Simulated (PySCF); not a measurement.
PySCF input file for F2, SMILES FF, SMD-B3LYP/6-31G*. Coordinates come from a r2SCAN-D4/def2-TZVPD optimisation.

```python
import numpy as np
from pyscf import gto, scf, dft
from pyscf.solvent import smd

mol = gto.M(
    atom='''
    F     0.00000000    0.00000000   -0.69913152
    F     0.00000000    0.00000000    0.69913152
    ''',
    basis='6-31G*',
    charge=0,
    spin=0,
    max_memory=1600,
    verbose=3,
)
mf = dft.RKS(mol, xc='b3lyp').density_fit(auxbasis='def2-universal-jkfit')
mf.grids.level = 3
mf.conv_tol = 1e-9
mf.max_cycle = 100
mf.kernel()
res = {}
for name in ['water', 'benzene', 'diethylether']:
    s = mf.SMD()
    s.with_solvent.solvent, s.with_solvent.sasa_ng = name, 302
    s.kernel(mf.make_rdm1())
    res[name] = (s.e_tot, s.with_solvent.get_cds(), s.dip_moment(), s.mo_energy, s.converged)
    print(f'SMD {name}: dG(solv) = {(s.e_tot - mf.e_tot) * 627.509474:.3f} kcal/mol, of which CDS {res[name][1] * 627.509474:.3f}')
```

Output:

```
converged SCF energy = -199.49544060182
converged SCF energy = -199.492025210637
Dipole moment(X, Y, Z, Debye): -0.00000,  0.00000,  0.00000
SMD water: dG(solv) = 2.143 kcal/mol, of which CDS 2.305
converged SCF energy = -199.494588959386
Dipole moment(X, Y, Z, Debye):  0.00000, -0.00000,  0.00000
SMD benzene: dG(solv) = 0.534 kcal/mol, of which CDS 0.605
converged SCF energy = -199.494806921312
Dipole moment(X, Y, Z, Debye): -0.00000,  0.00000,  0.00000
SMD diethylether: dG(solv) = 0.398 kcal/mol, of which CDS 0.506
```

The run converged.
